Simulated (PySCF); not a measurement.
## Working out the ionisation energy of O

O [He] 2s2 2p4 (3P) → O⁺ [He] 2s2 2p3 (4S). All numbers are calculated (PySCF 2.14, the non-relativistic Hamiltonian (point nucleus), in 6-31G* (3s2p1d, 14 functions)). Frozen: 1s2. Energies in hartree (1 hartree = 27.21139 eV):

```
            part   O (lower)  O⁺ (upper)
             UHF  -74.783181  -74.341075
CCSD correlation   -0.110729   -0.076074
             (T)   -0.000840   -0.000540
```

What does Hartree-Fock give?

(-74.341075) − (-74.783181) = 0.442106 hartree = 12.030 eV.

What do CCSD and CCSD(T) give?

The CCSD correlation energies differ by 0.034655 hartree = 0.943 eV and the triples by 0.000300 hartree = 0.008 eV, so CCSD gives 12.973 eV and CCSD(T) 12.981 eV.

Measured between the centres of the two terms (NIST): 13.608 eV, so CCSD(T) (valence) is off by -0.627 eV.

What remains against the reference includes basis incompleteness, the frozen core and higher excitations.
